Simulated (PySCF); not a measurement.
2,2,2-trifluoroethanol, C2H3F3O.
SMILES: `OCC(F)(F)F`

Torsions of this conformer, `[OH:1][CH2:2][C:3]([F:4])([F:5])[F:6]`: O1–C2–C3–F4 58°, H–O1–C2–C3 -63°.

The closed-shell ground state was solved at several levels (PySCF, density fitting, gas phase, non-relativistic). Isolated species at its PBE0-D3(BJ)/def2-TZVP geometry (one conformer only).

| level | basis functions | total energy (Eh) | HOMO (eV) | LUMO (eV) | gap (eV) | dipole (D) |
| --- | --- | --- | --- | --- | --- | --- |
| PBE0/pcSseg-2 | 258 | -452.5199 | -8.92 | 0.40 | 9.32 | 1.72 |
| PBE0/pcJ-2 | 378 | -452.5352 | -8.92 | 0.45 | 9.37 | 1.72 |
| wB97X-D/pcSseg-2 | 258 | -452.8411 | -10.86 | 2.21 | 13.07 | 1.74 |
| B97-2/pcJ-2 | 378 | -452.8421 | -8.62 | 0.49 | 9.11 | 1.71 |
| B97-2/pcSseg-2 | 258 | -452.8259 | -8.62 | 0.43 | 9.05 | 1.71 |
| KT3/pcSseg-2 | 258 | -458.6815 | -7.35 | -0.60 | 6.75 | 1.63 |

Problem. Estimate the row for B3LYP/pcJ-2, a basis of 378 functions; the other rows only guide the guess.

Solution. Total energy -452.9899 Eh, HOMO -8.69 eV, LUMO 0.08 eV, gap 8.77 eV, dipole 1.73 D.

Problem. Over all these levels, which gives the widest orbital gap and which the narrowest?

Solution. wB97X-D/pcSseg-2 (range-separated hybrid) has the widest, 13.07 eV, and KT3/pcSseg-2 (GGA) the narrowest, 6.75 eV. The two share the basis. From the narrowest to the widest the HOMO moves by -3.51 eV and the LUMO by +2.81 eV.

Problem. In the pcSseg-2 basis, how does the gap go with the fixed share of exact exchange?

Solution. KT3 (0 %) 6.75 eV; B97-2 (21 %) 9.05 eV; PBE0 (25 %) 9.32 eV. Each rise in the share widens the gap here.

Problem. How far do the dipole and the HOMO energy spread over the levels?

Solution. The dipole runs from 1.63 to 1.74 D (mean 1.71 D) and the HOMO from -10.86 to -7.35 eV.

Note: wB97X-D ran without an empirical dispersion term, which enters the total energy and its gradient alone.
